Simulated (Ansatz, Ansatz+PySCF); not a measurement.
```xyz
2

C     0.0000    0.0000   -0.1744
H     0.0000    0.0000    1.0463
```

UHF on doublet CH was run in several spherical basis sets with Ansatz (development build ahead of 0.2.0). Caution for UHF: the determinant breaks the point group; the unrestricted determinant is spin contaminated.

Rank the basis sets by the total energy that they give, lowest first, with the distance from the lowest.
A. cc-pVTZ
B. def2-TZVP
C. def2-SVP
D. 6-31G(d)
E. cc-pVDZ

B (0.00 eV), A (0.02 eV), E (0.24 eV), D (0.49 eV), C (1.29 eV).

Totals follow the description of the cores as much as that of the bonds, so this order isn't one of quality for chemistry.
